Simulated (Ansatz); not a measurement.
# Wavefunction methods compared: C2H, doublet

Calculated in Ansatz's Gaussian-basis code; BCCD by scripts on PySCF. Basis STO-3G, 2 core orbitals frozen, nonrelativistic. Perturbation and coupled-cluster methods stand on the Hartree–Fock determinant that coupled cluster favours; RHF here means ROHF, with semicanonical perturbation theory. The state met can differ between shapes. The basis is small, far from the limit. The unrestricted determinant is a mixture of spins, so it may stand for another state.

Shape A. A bond is stretched, to 2.86 times the sum of the covalent radii.

```xyz
3

C     0.0000    0.0000    0.0000
H     0.0000    0.0000   -3.0572
C     0.0000    0.0000    1.2170
```

Shape B. A bond is stretched, to 2.35 times the sum of the covalent radii.

| atom | x (Å) | y (Å) | z (Å) |
| --- | --- | --- | --- |
| C | 0.0000 | 0.0000 | 0.0000 |
| H | 0.0000 | 0.0000 | -2.5128 |
| C | 0.0000 | 0.0000 | 1.2170 |

Shape C. A bond is stretched, to 2.79 times the sum of the covalent radii.

```xyz
3

C     0.0000    0.0000    0.0000
H     0.0000    0.0000   -2.9840
C     0.0000    0.0000    1.2170
```

Correlation energy of CCSD(T), then each method's total less that of CCSD(T), in eV:

```tsv
case	E corr CCSD(T)	CCSD	BCCD	BCCD(T)	determinant
A RHF	-7.145	+0.349	+0.335	0.000	–
B RHF	-7.145	+0.344	+0.325	-0.003	–
C RHF	-7.144	+0.349	+0.335	0.000	–
C UHF	-3.237	+0.037	+0.067	-0.266	⟨S²⟩ = 2.437
```

**Question.** Give full CI less CCSD(T). Is CCSD(T) good to 1 kcal/mol?

**Answer.** A RHF: -0.069 eV (outside); B RHF: -0.067 eV (outside); C RHF: -0.069 eV (outside); C UHF: -0.340 eV (outside, other state, spin-contaminated determinant).

**Question.** Which method comes nearest to full CI in total energy for C UHF?

**Answer.** BCCD(T), 0.074 eV away; next CCSD(T) (0.340 eV), last BCCD (0.407 eV).

Coupled cluster and full CI may stand on different states here. Several Brueckner solutions were met.
